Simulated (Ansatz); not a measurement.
## What a trial cell of YZr2 relaxes into

All numbers below come from DFT PBE, scalar-relativistic, plane waves, PAW (Ansatz 0.2.0). Cutoff 420 eV, Γ-centred k mesh, Gaussian smearing, no spin polarisation in the final step.

YZr2 was placed on the rutile structure type (P4_2/mnm, No. 136), with Y in place of Ti, Zr in place of O, at a guessed volume.

```xyz
6
Lattice="5.8031 0.0000 0.0000 0.0000 5.8031 0.0000 0.0000 0.0000 3.7378" Properties=species:S:1:pos:R:3 pbc="T T T"
Y     0.0000    0.0000    0.0000
Y     2.9015    2.9015    1.8689
Zr    1.7757    1.7757    0.0000
Zr    1.1258    4.6773    1.8689
Zr    4.0273    4.0273    0.0000
Zr    4.6773    1.1258    1.8689
```

Cell and atoms relax at zero pressure; the relaxation can't lower the symmetry of the start. After a coarse first stage the cell is made exact in the group found at 0.06 Å.

Formation energies are uncorrected and refer to the elements' standard structures at the same level.

Q: Describe the relaxed structure.

A: It keeps P4_2/mnm (No. 136), but not the shape of the type it started on. Conventional cell: a = 7.755 Å, c = 3.032 Å. Y has 6 Zr at 2.87–3.02 Å and 2 Y at 3.03 Å; Zr is coordinated by 3 Y at 2.87–3.02 Å and 2 Zr at 3.03 Å.

Space group P4_2/mnm (No. 136). a = 7.755 Å, b = 7.755 Å, c = 3.032 Å, α = 90.00°, β = 90.00°, γ = 90.00°
```csv
atom,site,symmetry,x,y,z
Y,2a,m.mm,0.0000,0.0000,0.0000
Zr,4f,m.2m,0.2619,0.2619,0.0000
```

Q: What are its volume, energy, density and gap?

A: The volume per atom is 30.39 Å³. The density is 4.94 g/cm³ and the energy over the elements is 1.13 eV/atom. The gap on the 6×6×12 mesh is 0 eV (a metal).

The final run used a 6×6×12 mesh on its 6-atom cell and 0.10 eV smearing. For metals, differences of a few meV/atom aren't resolved. Symmetry constrained the relaxation, so the result can be a saddle point. The steps took of the order of 5 core-minutes in all.